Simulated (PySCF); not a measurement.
# CH2N (Protonated Hydrogen Cyanide Ion): the cost of one run

The runs use PySCF 2.14.0, with density-fitted response routines of our own; the level of theory stands in each step. All values are computed, except where a source is named. Atoms are numbered from 0 throughout.

### 1 The molecule as given

4 atoms, charge 1, multiplicity 1; geometry from: GFN2-xTB. The atoms were then displaced at random by about 0.01 Å, so the start is not that level's minimum.

Bonds of the start (Å): C0–N1 1.15, C0–H2 1.05, N1–H3 0.98.

### 2 Relaxing the molecule at PBE0-D3(BJ)/def2-TZVP

The job: settings as JSON, then the geometry in Å.

```
{"job": {"xc": "PBE0", "basis": "def2-TZVP", "d3": "d3bj", "grid": 2, "shake": 0.01, "kind": "geom"}, "charge": 1, "multiplicity": 1}
C      0.513230     0.512310    -0.136320
N     -0.519630     0.092940     0.133360
H      1.427270     0.954010    -0.410260
H     -1.382880    -0.295080     0.380220
```

Run with:

```console
> OMP_NUM_THREADS=1 python probes_run.py task.json out
```

One launch serves the whole session: the jobs run in the order shown.

**Question.** How long does this first job take on 1 thread of AMD EPYC 9R45, shared host, and how much memory does it need?

About 3.9 s, with a peak of 0.32 GiB.
